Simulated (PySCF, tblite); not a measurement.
Compound: methoxyacetaldehyde, C₃H₆O₂.
SMILES with atom numbers: `[CH3:1][O:2][CH2:3][CH:4]=[O:5]` (hydrogens: H6, H7, H8 on C1; H9, H10 on C3; H11 on C4)

Computed with GFN2-xTB (tblite), gas phase: nudged elastic band of 9 images (0 to 8), spring 0.2 eV/Å², climbing image at the end, force threshold 0.05 eV/Å. The top image wasn't refined or checked by frequencies; at this threshold it can lie a kcal/mol or more above the true saddle point of the method.

Path: rotation about C3–O2 (sp3 carbon bound to oxygen, ether oxygen), followed by the dihedral C4–C3–O2–C1.

Image 0 (start, dihedral -75°):
```
atom  x, y, z in Å
C1     -1.485    0.375    0.057
O2     -0.621   -0.174    1.026
C3      0.734    0.098    0.781
C4      1.319   -0.728   -0.341
O5      2.340   -0.481   -0.915
H6     -1.392    1.467    0.022
H7     -2.494    0.106    0.361
H8     -1.285   -0.028   -0.942
H9      1.271   -0.176    1.697
H10     0.906    1.168    0.591
H11     0.713   -1.624   -0.579
```

Image 8 (end, 0.000 eV, dihedral 75°):
```
atom  x, y, z in Å
C1     -1.535    0.047    0.157
O2     -0.477    0.816    0.680
C3      0.730    0.108    0.784
C4      1.421   -0.099   -0.544
O5      2.296   -0.891   -0.749
H6     -1.314   -0.315   -0.853
H7     -2.404    0.701    0.126
H8     -1.750   -0.815    0.800
H9      0.593   -0.860    1.291
H10     1.394    0.724    1.402
H11     1.053    0.586   -1.333
```

Question: What do the inner images look like?

Answer: 
Image 1: +0.021 eV, dihedral -63°
```
atom  x, y, z in Å
C1     -1.469    0.330    0.036
O2     -0.625   -0.122    1.071
C3      0.740    0.098    0.833
C4      1.285   -0.646   -0.362
O5      2.306   -0.378   -0.926
H6     -1.255    1.371   -0.230
H7     -2.486    0.255    0.415
H8     -1.376   -0.289   -0.861
H9      1.260   -0.287    1.718
H10     0.973    1.170    0.739
H11     0.652   -1.500   -0.674
```

Image 2: +0.072 eV, dihedral -51°
```
atom  x, y, z in Å
C1     -1.474    0.281    0.025
O2     -0.628   -0.060    1.103
C3      0.747    0.095    0.867
C4      1.276   -0.557   -0.385
O5      2.340   -0.309   -0.875
H6     -1.142    1.190   -0.485
H7     -2.464    0.447    0.448
H8     -1.539   -0.535   -0.702
H9      1.242   -0.392    1.716
H10     1.047    1.156    0.870
H11     0.600   -1.313   -0.825
```

Image 3: +0.148 eV, dihedral -30°
```
atom  x, y, z in Å
C1     -1.482    0.232    0.017
O2     -0.625    0.111    1.131
C3      0.763    0.104    0.892
C4      1.259   -0.461   -0.410
O5      2.376   -0.302   -0.817
H6     -1.125    0.969   -0.709
H7     -2.444    0.554    0.413
H8     -1.620   -0.734   -0.482
H9      1.191   -0.523    1.686
H10     1.187    1.113    1.016
H11     0.526   -1.060   -0.978
```

Image 4 (top): +0.200 eV, dihedral -1°
```
atom  x, y, z in Å
C1     -1.490    0.203    0.017
O2     -0.599    0.390    1.089
C3      0.773    0.117    0.897
C4      1.260   -0.382   -0.433
O5      2.407   -0.317   -0.779
H6     -1.207    0.791   -0.863
H7     -2.451    0.558    0.387
H8     -1.591   -0.852   -0.262
H9      1.062   -0.663    1.621
H10     1.339    1.021    1.161
H11     0.503   -0.865   -1.075
```

Image 5: +0.165 eV, dihedral 29°
```
atom  x, y, z in Å
C1     -1.498    0.188    0.036
O2     -0.539    0.641    0.962
C3      0.769    0.127    0.879
C4      1.296   -0.322   -0.457
O5      2.463   -0.352   -0.731
H6     -1.330    0.622   -0.957
H7     -2.454    0.545    0.415
H8     -1.529   -0.903   -0.039
H9      0.868   -0.759    1.535
H10     1.422    0.906    1.284
H11     0.538   -0.691   -1.169
```

Image 6: +0.100 eV, dihedral 52°
```
atom  x, y, z in Å
C1     -1.513    0.163    0.075
O2     -0.485    0.780    0.818
C3      0.755    0.124    0.844
C4      1.358   -0.258   -0.484
O5      2.531   -0.429   -0.662
H6     -1.416    0.372   -0.996
H7     -2.445    0.600    0.429
H8     -1.538   -0.920    0.235
H9      0.694   -0.813    1.429
H10     1.434    0.800    1.371
H11     0.630   -0.417   -1.300
```

Image 7: +0.046 eV, dihedral 69°
```
atom  x, y, z in Å
C1     -1.536    0.118    0.129
O2     -0.462    0.813    0.720
C3      0.742    0.099    0.800
C4      1.420   -0.168   -0.521
O5      2.559   -0.522   -0.638
H6     -1.402   -0.010   -0.950
H7     -2.420    0.729    0.303
H8     -1.675   -0.866    0.591
H9      0.598   -0.873    1.305
H10     1.409    0.700    1.425
H11     0.773   -0.017   -1.405
```

The largest changes of bonds and angles from start to top: C3–C4 1.511 → 1.502 Å, O2–C3 1.403 → 1.412 Å, C3–H9 1.097 → 1.103 Å, C4–H11 1.108 → 1.104 Å, O2–C3–C4 113.4 → 120.0°, C1–O2–C3 113.4 → 119.1°, O2–C3–H10 111.7 → 108.0°. GFN2-xTB torsional profiles can miss by a kcal/mol or more and can put conformers in the wrong order.

Other torsions move too; by image: O2–C3–C4–O5 (163, 162, 164, 166, 161, 155, 156, 165, -164°).

Question: What do single points at PBE0/pcSseg-1 (PySCF, no dispersion term) give on some images?

Answer: 
```
image  GFN2-xTB E (eV)  DFT E (eV)  HOMO (eV)  LUMO (eV)  dipole (D)
    0            0.000       0.000      -7.31      -0.95        2.07
    2            0.072       0.111      -7.31      -1.00        1.97
    4            0.200       0.302      -7.53      -1.02        2.20
    6            0.100       0.160      -7.18      -0.95        2.62
    8            0.000       0.000      -7.31      -0.95        2.08
```

Energies count from image 0 at each level. At the GFN2-xTB top the DFT energy is 7.0 kcal/mol against 4.6; the geometries weren't optimised at the DFT level.

What follows is the cost of the whole band run. Time: 3.5 s; peak memory 0.18 GiB. Hardware: one thread of an Arm Neoverse N1, no GPU, shared host with 64 logical CPUs at a one-minute load of 47.
